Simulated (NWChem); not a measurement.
System: NO cation

```xyz
2

N      0.0000     0.0000    -0.5733
O      0.0000     0.0000     0.5031
```
Atoms are numbered in this order, from 1.

Program: NWChem. The geometry was optimised at PBE-D3(BJ)/def2-SVP. Vzz is the largest principal value of the second derivative of the potential at the nucleus (NWChem prints the opposite sign); η is the asymmetry. Non-relativistic.

### Question
Predict the results for CAM-B3LYP/def2-TZVP. Quantities: Vzz N1 (a.u.); η N1; Vzz O2 (a.u.); η O2.

### Answer
```json
{
  "Vzz N1 (a.u.)": "-1.539",
  "η N1": "0.00",
  "Vzz O2 (a.u.)": "-0.968",
  "η O2": "0.00"
}
```
